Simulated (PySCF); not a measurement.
# Peak assignment

Mapped SMILES: `[F:1][C:2]1=[CH:3][CH:4]=[CH:5][CH2:6]1`; H(Xn) means a hydrogen on atom n.

Theory: spin–spin couplings from B3LYP/pcJ-1 (spin–dipole term only in couplings to heteroatoms), geometry from PBE0-D3(BJ)/def2-SVP, shieldings: GIAO B3LYP/pcSseg-2, in PySCF (non-relativistic Hamiltonian, no solvent, one computed conformer, equivalent nuclei averaged).

δ = σ(ref) − σ, references computed at the same level: TMS for ¹³C (σ = 179.19 ppm), ¹H (σ = 31.39 ppm).

Question: Assign these signals to the numbered atoms. ¹³C{¹H} NMR (computed): δ 186.5 (C, d, J = 358.7 Hz), 143.8 (CH), 130.2 (CH, d, J = 12.7 Hz), 114.7 (CH, d, J = 12.4 Hz), 41.7 (CH2, d, J = 16.5 Hz).

Answer: 
186.5 → C2, fully substituted alkene carbon
143.8 → C4, alkene CH: as expected for a trigonal carbon in a double bond
130.2 → C5, alkene CH
114.7 → C3, alkene CH
41.7 → C6, allylic sp3 CH2: a saturated carbon with 2 carbon neighbours and no heteroatom attached

Question: Assign these signals to the numbered atoms. ¹H NMR (400 MHz, computed): δ 6.59 (m, 1H), 5.96 (dtd, J = 7.1, 2.3, 1.1 Hz, 1H), 5.84 (ddq, J = 3.0, 1.6, 1.1 Hz, 1H), 3.06 (td, J = 2.2, 1.1 Hz, 2H).

Answer: 
6.59 → H(C4), hydrogen on an alkene CH: attached to an sp2 carbon and in the plane of the double bond
5.96 → H(C5), hydrogen on an alkene CH
5.84 → H(C3), hydrogen on an alkene CH
3.06 → H(C6), hydrogen on an allylic sp3 CH2: allylic position

Common functionals overestimate the size of one-bond C–F couplings by tens of Hz; these are unscaled. Multiplet labels drop couplings under 1 Hz and merge nearly equal ones. Unscaled 3J(H,H) at this level run about 10 % above measured values. Shifts are as computed. Against solution values, carbons near 30 ppm lie about +3 ppm off and those near 130 ppm about +8 ppm. Of 1211 compounds with measured shifts, 218 miss one by over three times the rms of a fit or turn the order of signals round; such compounds aren't used in these exercises.
